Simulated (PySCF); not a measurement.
## Working out the ionisation energy of P

P [Ne] 3s2 3p3 (4S) → P⁺ [Ne] 3s2 3p2 (3P). Computed with PySCF 2.14 in x2c-TZVPall, with the spin-free X2C one-electron Hamiltonian (Gaussian nucleus). Frozen: [Ne]. Energies in hartree (1 hartree = 27.21139 eV):

| part | P (lower) | P⁺ (upper) |
| --- | --- | --- |
| UHF | -341.526078 | -341.162278 |
| CCSD correlation | -0.099527 | -0.081045 |
| (T) | -0.003725 | -0.002228 |

**Question.** What does Hartree-Fock give?

**Answer.** (-341.162278) − (-341.526078) = 0.363800 hartree = 9.900 eV.

**Question.** What do CCSD and CCSD(T) give?

**Answer.** The CCSD correlation energies differ by 0.018482 hartree = 0.503 eV and the triples by 0.001497 hartree = 0.041 eV, so CCSD gives 10.403 eV and CCSD(T) 10.444 eV.

Measured between the centres of the two terms (NIST): 10.526 eV, so CCSD(T) (valence) is off by -0.082 eV.

What remains against the reference includes basis incompleteness, the frozen core and higher excitations.
